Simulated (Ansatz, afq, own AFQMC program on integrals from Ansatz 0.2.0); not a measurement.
**AlH3⁺, doublet: AFQMC among the cluster methods**

```xyz
4

Al    0.0000    0.0981    0.0000
H     0.0000    0.3881   -2.6619
H     0.0000    0.3881    2.6619
H     0.0000   -3.4012    0.0000
```

Basis cc-pVDZ. Noble-gas cores (and the filled d shells of Ga–Kr and In–Xe) are frozen. Integrals, coupled cluster, full CI and functionals: Ansatz 0.2.0; the random walks run on the same integrals in our own AFQMC program. The CISD trial takes its coefficients from CCSD amplitudes. Released means that phaseless walkers are propagated on without the constraint, phases kept. Uncertainties: one standard error, sampling alone.

Determinant: UHF, the one that the program's search chose, which needn't be the lowest solution. The geometry is a point of a scan.

Full CI on the same integrals is exact in this basis and with this determinant's frozen core.

Cautions: unrestricted determinant spin contaminated (⟨S²⟩ 1.79 against 0.75).

```
T1 diagnostic                               : 0.0274
weight of the determinant in the CISD state : 0.900
⟨S²⟩ of the determinant                     : 1.792
size of the correlated space                : 5 electrons in 28 orbitals
```

Reference: full CI, correlation energy -1.195 eV. The released energy is read at 2.40 1/Eh (meV from the phaseless value at times in 1/Eh: -2.5 ± 1.7 at 0.24, -2.6 ± 1.6 at 0.51, -5.0 ± 1.6 at 0.99, -5.5 ± 1.5 at 1.62, -5.1 ± 1.5 at 2.40). The cautions show a poor starting determinant, so the rows tell how each method copes with it here, and full CI is the sure value.

```
         level  E − E(reference) (kcal/mol)  share of correlation (%)
            HF                        27.55                      0.00
           MP2                        11.73                     57.42
          CCSD                         1.83                     93.37
       CCSD(T)                         1.56                     94.32
         CCSDT                         0.33                     98.80
      CCSDT(Q)                         0.06                     99.77
        CCSDTQ                         0.00                    100.00
   ph-AFQMC/HF                  0.12 ± 0.22                     99.57
 ph-AFQMC/CISD                  0.07 ± 0.04                     99.75
released AFQMC                 -0.05 ± 0.03                    100.18
```

CCSDT and higher add their correlation energy to the determinant of the CCSD(T) run, since their own runs factorise the integrals more tightly (a shift of under 2 meV). Released energies are given only where the last usable release times agree within the noise; a slower fall can still hide under it.
